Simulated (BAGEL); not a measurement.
# HF/3-21G (density fitting with qzvpp-jkfit) run of SiH2S (SMILES [SiH]S)

What is the vertical ionisation energy of SiH2S at HF/3-21G (density fitting with qzvpp-jkfit)? 

Program for the calculation: BAGEL 1.2.2.

2 further runs of the same task are left out: 2 set aside as unsound or not needed.

### Step 1. The molecule

SiH2S has 4 atoms, charge 0, and is taken as a singlet. As SMILES, `[SiH]S`. Geometry: relaxed at PBE0-D4/def2-TZVP.

Bond lengths: Si1–S2 2.115 Å, Si1–H3 1.525 Å, S2–H4 1.346 Å. Angles: Si1–S2–H4 97.5°, S2–Si1–H3 89.3°.

### Step 2. A single-point energy at HF/3-21G (density fitting with qzvpp-jkfit)

File job.json:

```json
{ "bagel": [

{
  "title": "molecule",
  "basis": "3-21g",
  "df_basis": "qzvpp-jkfit",
  "angstrom": "true",
  "geometry": [
    { "atom": "Si", "xyz": [   -0.262800,   -1.074400,    0.161100 ] },
    { "atom": "S", "xyz": [    0.190500,    0.958800,   -0.206600 ] },
    { "atom": "H", "xyz": [    1.017500,   -1.190800,    0.981400 ] },
    { "atom": "H", "xyz": [   -0.889700,    1.246000,   -0.956200 ] }
  ]
},
{
  "title": "hf",
  "charge": 0
},
{
  "title": "print",
  "file": "orbitals.molden",
  "orbitals": "true"
}

]}
```

Run with:

```
$ BAGEL_NUM_THREADS=1 BAGEL job.json > job.out
```

Log:

```text
* using 1 threads per process

  ===============================================================
  ===============================================================

  *** Geometry ***

  { "atom" : "Si", "xyz" : [     -0.496620,     -2.030322,      0.304435 ] },
  { "atom" : "S", "xyz" : [      0.359993,      1.811869,     -0.390417 ] },
  { "atom" : "H", "xyz" : [      1.922796,     -2.250286,      1.854577 ] },
  { "atom" : "H", "xyz" : [     -1.681289,      2.354599,     -1.806956 ] },

  Number of auxiliary basis functions:      292

  Since a DF basis is specified, we compute 2- and 3-index integrals:
    o Being stored without compression. Storage requirement is 0.002 GB

  Number of basis functions:       30
  Number of electrons      :       32

    * METHOD: MOLECULE                             0.04

  *** RHF ***

  === Nuclear Repulsion ===
    73.3930779373

      * DIIS with orbital gradients will be used.

  === RHF iteration (3-21g) ===
      0       -684.06454659          0.01207621           0.01
      1       -684.08949374          0.00409515           0.01
      2       -684.09241914          0.00102809           0.01
      3       -684.09273059          0.00023479           0.01
      4       -684.09275752          0.00007112           0.01
      5       -684.09276004          0.00001933           0.01
      6       -684.09276021          0.00000561           0.01
      7       -684.09276023          0.00000156           0.01
      8       -684.09276023          0.00000040           0.01
      9       -684.09276023          0.00000015           0.01
     10       -684.09276023          0.00000003           0.01
     11       -684.09276023          0.00000001           0.01
    * SCF iteration converged.

    * Permanent dipole moment:
           (    0.384146,     0.413300,     0.103412) a.u.

    * METHOD: HF                                   0.12

    * METHOD: PRINT                                0.00

  ===============================================================
```

Wall time 0.32 s (1 thread of Arm Neoverse V2, shared host).

### Step 3. The doublet cation at the same level

File input.json:

```json
{ "bagel" : [

{
  "title" : "molecule",
  "basis" : "3-21g",
  "df_basis" : "qzvpp-jkfit",
  "angstrom" : true,
  "geometry" : [
    { "atom" : "Si", "xyz" : [      -0.262800,      -1.074400,       0.161100 ] },
    { "atom" : "S", "xyz" : [       0.190500,       0.958800,      -0.206600 ] },
    { "atom" : "H", "xyz" : [       1.017500,      -1.190800,       0.981400 ] },
    { "atom" : "H", "xyz" : [      -0.889700,       1.246000,      -0.956200 ] }
  ]
},

{ "title" : "uhf", "charge" : 1, "nopen" : 1 },

{ "title" : "print", "file" : "orbitals.molden", "orbitals" : true }

]}
```

Run with:

```
$ BAGEL_NUM_THREADS=1 BAGEL input.json > input.out
```

Log:

```text
* using 1 threads per process

  ===============================================================
  ===============================================================

  *** Geometry ***

  { "atom" : "Si", "xyz" : [     -0.496620,     -2.030322,      0.304435 ] },
  { "atom" : "S", "xyz" : [      0.359993,      1.811869,     -0.390417 ] },
  { "atom" : "H", "xyz" : [      1.922796,     -2.250286,      1.854577 ] },
  { "atom" : "H", "xyz" : [     -1.681289,      2.354599,     -1.806956 ] },

  Number of auxiliary basis functions:      292

  Since a DF basis is specified, we compute 2- and 3-index integrals:
    o Being stored without compression. Storage requirement is 0.002 GB

  Number of basis functions:       30
  Number of electrons      :       32

    * METHOD: MOLECULE                             0.04

  *** Open-shell HF ***

  === Nuclear Repulsion ===
    73.3930779373

      * DIIS with orbital gradients will be used.

  === UHF iteration (3-21g) ===
      0       -683.70452966          0.03136816           0.01
      1       -683.76137305          0.01613741           0.01
      2       -683.77055284          0.00884062           0.01
      3       -683.77410946          0.00170238           0.01
      4       -683.77464706          0.00070752           0.01
      5       -683.77476871          0.00022844           0.01
      6       -683.77480054          0.00013271           0.01
      7       -683.77481571          0.00008351           0.01
      8       -683.77482315          0.00002268           0.01
      9       -683.77482337          0.00001119           0.01
     10       -683.77482343          0.00000720           0.01
     11       -683.77482347          0.00000627           0.01
     12       -683.77482353          0.00000329           0.01
     13       -683.77482354          0.00000124           0.01
     14       -683.77482354          0.00000092           0.01
     15       -683.77482354          0.00000036           0.01
     16       -683.77482354          0.00000021           0.01
     17       -683.77482354          0.00000007           0.01
     18       -683.77482354          0.00000003           0.01
     19       -683.77482354          0.00000002           0.01
     20       -683.77482354          0.00000001           0.01
     21       -683.77482354          0.00000001           0.01
    * SCF iteration converged.

    * S^2 (UHF) is 0.7637

    * Permanent dipole moment:
           (    0.938841,     1.609642,     0.062663) a.u.

    * METHOD: UHF                                  0.30

    * METHOD: PRINT                                0.00

  ===============================================================
```

Wall time 0.5 s (1 thread of Arm Neoverse V2, shared host).

### Step 4. Summary of results

At HF/3-21G (density fitting with qzvpp-jkfit):

| quantity | value |
| --- | --- |
| singlet SiH2S: total energy | -684.09276 Eh |
| singlet SiH2S: dipole moment | 1.46 D |
| singlet SiH2S: HOMO energy | -9.40 eV |
| singlet SiH2S: LUMO energy | 0.28 eV |
| singlet SiH2S: HOMO–LUMO gap | 9.68 eV |
| doublet cation: total energy | -683.77482 Eh |
| doublet cation: ⟨S²⟩ | 0.764 |
| vertical ionisation energy (to the doublet cation) | 8.651 eV |

**Reading.** Removing an electron at fixed nuclei costs 8.65 eV (835 kJ/mol). The negative HOMO energy of the first species, 9.40 eV, lies 0.75 eV above that difference.
